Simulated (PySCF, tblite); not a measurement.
Species: C2HClN3 (charge -1).
Bonds: Cl1–C2, C2–C3 (aromatic), C3–N4 (aromatic), N4–N5 (aromatic), N5–N6 (aromatic), C2–N6 (aromatic). Hydrogens: H7 on C3.

Structure optimised with GFN2-xTB, isolated species.

Question: List the bond lengths and angles at this level.

Answer: 
```json
{"bond": "Cl1–C2", "length (bohr)": "3.267", "order": "single"}
{"bond": "C2–C3", "length (bohr)": "2.619", "order": "aromatic"}
{"bond": "C3–N4", "length (bohr)": "2.530", "order": "aromatic"}
{"bond": "N4–N5", "length (bohr)": "2.493", "order": "aromatic"}
{"bond": "N5–N6", "length (bohr)": "2.487", "order": "aromatic"}
{"bond": "C2–N6", "length (bohr)": "2.523", "order": "aromatic"}
{"bond": "C3–H7", "length (bohr)": "2.031", "order": "single"}
```

Orders are formal, as drawn. A selection of angles:
```json
{"angle": "Cl1–C2–C3", "degrees": "127.9"}
{"angle": "Cl1–C2–N6", "degrees": "123.1"}
{"angle": "C3–C2–N6", "degrees": "109.0"}
{"angle": "C2–C3–N4", "degrees": "105.7"}
{"angle": "C2–C3–H7", "degrees": "130.4"}
{"angle": "N4–C3–H7", "degrees": "123.8"}
{"angle": "C3–N4–N5", "degrees": "107.5"}
{"angle": "N4–N5–N6", "degrees": "112.1"}
{"angle": "C2–N6–N5", "degrees": "105.7"}
```

C2 (aromatic C–Cl carbon) is planar (angles 127.9°, 123.1° and 109.0°, sum 360.0°, 0.00 Å off the plane of its three neighbours). N4 (ring nitrogen) is bent (angle 107.5°). The 5-membered ring C2–C3–N4–N5–N6 has internal angles of 105.7° to 112.1° (sum 540°, against 540° for a flat polygon); it is planar, 0.00 Å rms from its mean plane, widest ring torsion 0°. C3 (aromatic CH next to a ring nitrogen) is planar (angles 130.4°, 123.8° and 105.7°, sum 360.0°, 0.00 Å off the plane of its three neighbours). N5 (ring nitrogen) is bent (angle 112.1°). The 6 heavy atoms lie in one plane (0.000 Å rms).

Point group: Cs (every atom within 0.08 Å of its image). Its GFN2-xTB frequencies are all real (lowest 251 cm⁻¹).

These are computed values.
